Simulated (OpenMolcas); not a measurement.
## SiO2 (SMILES O=[Si]=O): methods side by side

SiO2 has 3 atoms, charge 0, and is taken as a singlet. SMILES: `O=[Si]=O`. The shape is that of a PBE0-D4/def2-TZVP optimisation.

```xyz
3

O     0.6977    1.2296    0.5188
Si    0.0000    0.0000    0.0000
O    -0.6977   -1.2296   -0.5188
```

Quantity: the energy change with the Si2–O3 bond stretched from 1.506 to 2.635 Å, in eV. The values are calculated.

```tsv
level	kind	program	value (eV)	less FCI/STO-3G	CPU time (all runs)
HF/STO-3G (restricted)	Hartree–Fock	OpenMolcas	1.81	-1.08	3.3 s
MP2/STO-3G (restricted)	perturbation theory	OpenMolcas	3.17	+0.28	3.6 s
ACPF/STO-3G (restricted)	coupled cluster or CI	OpenMolcas	2.48	-0.41	3.7 s
CISD/STO-3G (restricted)	coupled cluster or CI	OpenMolcas	2.66	-0.23	3.6 s
FCI/STO-3G	exact in the basis	OpenMolcas	2.89	0.00	85 s
```

FCI/STO-3G is exact within its basis and frozen core, so for wave-function methods in that basis the difference is their error. The first shape isn't each level's own minimum. The values span 1.81 to 3.17 eV. All rows use very small basis sets, so none should be taken for the real molecule's value. CPU times are rough (shared hosts, several kinds of processor and program).
